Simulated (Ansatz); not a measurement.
# BH5OSi: the cost of one run

Method: RKS PBE0/6-31G*, in Ansatz 0.2.0.

## 1. The system as given

Bond lengths: B1–Si2 1.881 Å, Si2–O3 1.713 Å, B1–H4 1.142 Å, B1–H5 1.232 Å, Si2–H6 1.486 Å, Si2–H7 1.489 Å, O3–H8 0.965 Å. Angles: B1–Si2–O3 108.4°, B1–Si2–H6 109.9°, B1–Si2–H7 109.5°, O3–Si2–H6 110.3°, O3–Si2–H7 110.3°, H6–Si2–H7 108.4°, Si2–B1–H4 122.2°, Si2–B1–H5 121.1°, H4–B1–H5 116.6°, Si2–O3–H8 103.7°.

Structure file:

```xyz
8

B    -0.8601    0.5641   -0.7631
Si    0.6188    0.0800    0.2934
O     0.1326   -1.1647    1.3652
H    -1.3722   -0.1736   -1.4686
H    -1.3017    1.7139   -0.7506
H     1.1032    1.2587    1.0579
H     1.7220   -0.3967   -0.5851
H     0.0495   -1.9388    0.7951
```

## 2. Preparing the start

Input file input.yaml:

```yaml
crystal:
  periodic: [false, false, false]
  atoms:
    - { symbol: B, position_ang: [-0.8601, 0.5641, -0.7631] }
    - { symbol: Si, position_ang: [0.6188, 0.08, 0.2934] }
    - { symbol: O, position_ang: [0.1326, -1.1647, 1.3652] }
    - { symbol: H, position_ang: [-1.3722, -0.1736, -1.4686] }
    - { symbol: H, position_ang: [-1.3017, 1.7139, -0.7506] }
    - { symbol: H, position_ang: [1.1032, 1.2587, 1.0579] }
    - { symbol: H, position_ang: [1.722, -0.3967, -0.5851] }
    - { symbol: H, position_ang: [0.0495, -1.9388, 0.7951] }
basis:
  gaussian: { orbitals: "6-31G*" }
hamiltonian:
  xc: pbe0
relax:
  f_tol: 0.02
  max_steps: 40
scf:
  lower_state_search: "off"
```

Launch:

```console
ansatz run input.yaml --threads 1 --pin off --max-ram 2048MiB --backend cpu --events-out ev --progress --plain --runs-dir out
```

Q: Estimate wall time and peak memory on 1 thread of Intel Xeon Platinum 8488C (Sapphire Rapids), shared host.

About 14 s, with a peak of 0.15 GiB.
